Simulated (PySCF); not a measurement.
**State search for LiC**

Unrestricted PBE0; PySCF, no relativity, basis sets Li pcseg-2, C pcseg-2. Outer shells of the fragments: Li 2s1; C 2s2 2p2.

Followed along the bond (rough minima from three points):

```csv
2Ms+1,unpaired,⟨S²⟩ at the start,R at minimum (Å),Te (eV)
4,"σ ↑, π ↑↑",3.75,1.88,0.00
2,"σ ↑, π ↑↓",1.76,1.89,0.74
2,"σ ↓, π ↑↑",1.76,1.90,0.79
2,π ↑,0.76,none in the scan,≤ 1.54
```

Solutions found at the starting distance of 1.995 Å, counted from the lowest of them; the search is not exhaustive and high or unbound solutions are not listed, so other states can lie among these:

```json
{"2Ms+1": "4", "unpaired": "σ ↑, π ↑↑", "term": "⁴Σ⁻", "E (eV)": "0.00", "⟨S²⟩": "3.75", "⟨Lz²⟩": "0.00", "μ (D)": "-6.65"}
{"2Ms+1": "2", "unpaired": "σ ↑, π ↑↓", "term": "mixed", "E (eV)": "0.73", "⟨S²⟩": "1.76", "⟨Lz²⟩": "2.01", "μ (D)": "-6.60"}
{"2Ms+1": "2", "unpaired": "σ ↓, π ↑↑", "term": "mixed", "E (eV)": "0.78", "⟨S²⟩": "1.76", "⟨Lz²⟩": "0.00", "μ (D)": "-6.75"}
{"2Ms+1": "2", "unpaired": "π ↑", "term": "²Π", "E (eV)": "1.50", "⟨S²⟩": "0.76", "⟨Lz²⟩": "1.00", "μ (D)": "-6.38"}
{"2Ms+1": "2", "unpaired": "σ ↑", "term": "mixed", "E (eV)": "1.87", "⟨S²⟩": "0.76", "⟨Lz²⟩": "2.00", "μ (D)": "-6.13"}
{"2Ms+1": "2", "unpaired": "π ↑", "term": "²Π", "E (eV)": "2.43", "⟨S²⟩": "0.76", "⟨Lz²⟩": "1.02", "μ (D)": "-5.90"}
```

A term symbol is given only where ⟨S²⟩ and ⟨Lz²⟩ are close to those of a pure state; real π, δ and φ orbitals otherwise mix terms. A positive dipole means Li(−)C(+).
